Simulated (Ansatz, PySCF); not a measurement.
Reaction (SMILES): C(Cl)C -> [CH2]Cl (CH2Cl) + [CH3] (CH3) (the C-C bond breaks)

Quantity: bond dissociation energy (electronic), in kcal/mol. Terms: non-relativistic; 6-31G* and kin with 6d, 5d where marked; no dispersion term unless named; open shells spin-unrestricted; valence correlation only; 6-311+G** with 5d, 6d on Na to Ar in Ansatz (a first-principles code); spin-orbit terms left out. Basis-set limits of correlation are two-point, X^-3; Hartree-Fock from the larger set. The bracket is a focal-point correction in the basis named. Ab initio and DFT rows: single points at B3LYP-D3(BJ) geometries (Ansatz).

Coupled cluster (Ansatz) is a level with limits of its own, used here on species with T1 under 0.025 (0.045 for open shells) and stable references: RI-MP2/CBS(aug-cc-pV(T+d)Z,aug-cc-pV(Q+d)Z)+[CCSD(T)-MP2]/aug-cc-pV(T+d)Z.

Value to compare with, RI-MP2/CBS(aug-cc-pV(T+d)Z,aug-cc-pV(Q+d)Z)+[CCSD(T)-MP2]/aug-cc-pV(T+d)Z (Ansatz): 96.2 kcal/mol.

| level | program | bond dissociation energy (electronic) (kcal/mol) | difference |
|---|---|---|---|
| HF/STO-3G | Ansatz | 94.9 | -1.3 |
| HF/6-31G* | Ansatz | 70.1 | -26.1 |
| PBE/STO-3G | Ansatz | 126.1 | 29.9 |
| BLYP/6-31G* | Ansatz | 92.4 | -3.8 |
| BP86/def2-SVP | PySCF | 94.3 | -1.9 |
| B3LYP/STO-3G | Ansatz | 120.6 | 24.4 |
| B3LYP/6-31G | Ansatz | 96.4 | 0.2 |
| B3LYP/6-31G* | Ansatz | 93.9 | -2.3 |
| M06-2X/6-31G* (5d) | PySCF | 101.5 | 5.3 |
| MP2/6-311+G** | Ansatz | 97.6 | 1.4 |
| r2SCAN-D4/def2-TZVPD | Ansatz + dftd4 | 87.5 | -8.7 |

Among the 10 habitual levels, PBE/STO-3G lies farthest from RI-MP2/CBS(aug-cc-pV(T+d)Z,aug-cc-pV(Q+d)Z)+[CCSD(T)-MP2]/aug-cc-pV(T+d)Z (Ansatz) (29.9 kcal/mol) and B3LYP/6-31G nearest (0.2); 5 of 10 lie above it, and their mean absolute difference is 9.7 kcal/mol, the median 3.0. One case shows no general order.

The levels are drawn from those run, B3LYP/6-31G* more often than the rest, none by its result; runs whose electronic state is in doubt are left out.
